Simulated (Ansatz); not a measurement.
We consider A-type hexagonal La2O3, described by PBE0+SOC (PAW; Ansatz, a program for electronic structure).

Run with plane-wave cutoff 460 eV, 6×6×4 k mesh (along the axes of the cell as run), Fermi–Dirac smearing 0.01 eV, PAW data made under PBE.

Cell (measured lattice):

La2O3 has the trigonal space group P-3m1 (No. 164), Pearson symbol hP5. Conventional cell: a = b = 3.9340 Å, c = 6.1300 Å, α = β = 90.00°, γ = 120.00°. La on 2d sees 4 O at 2.365–2.437 Å and 3 O at 2.731 Å. O1 on 1a is coordinated by 6 La at 2.731 Å (octahedral). O2 on 2d is coordinated by 4 La at 2.365–2.437 Å (tetrahedral). (Neighbours: up to the widest gap in distance over summed covalent radii, below 1.35, at either atom; cation-cation and far metal-metal contacts left out.)

**Question.** Give the computed band gap, smallest direct gap on the k points sampled and direct gap at Γ.

**Answer.** 
- band gap: 5.99 eV (on the SCF k mesh) (indirect)
- smallest direct gap on the k points sampled: 6.14 eV
- direct gap at Γ: 6.84 eV

Note: cell and atoms aren't relaxed at this level (largest force component 0.04 eV/Å, pressure -0.9 GPa).

The computed numbers hold no vibrational or temperature effects.

Computing time: roughly 20 core-minutes.
